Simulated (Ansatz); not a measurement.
## Ansatz (development build ahead of 0.2.0) run

```yaml
crystal:
  periodic: [false, false, false]
  atoms:
    - { symbol: S, position_ang: [0.0, 0.0, 0.0] }
    - { symbol: H, position_ang: [2.33228, 0.0, 1.34654] }
    - { symbol: H, position_ang: [-1.22449, 0.0, 0.70696] }
basis:
  gaussian: { orbitals: "6-31G" }
magnetization:
  initial_magnetization: 2
hamiltonian:
  xc: hf
correlation:
  method: fci
  frozen_orbitals: { H: 0, S: 5 }
```

The input is written out in the form of the current development build from the run's settings.

Output:

| Item | Value |
| --- | --- |
| Converged | yes |
| Total energy | -398.58571 hartree |
| State | lowest triplet root, of any spatial symmetry |
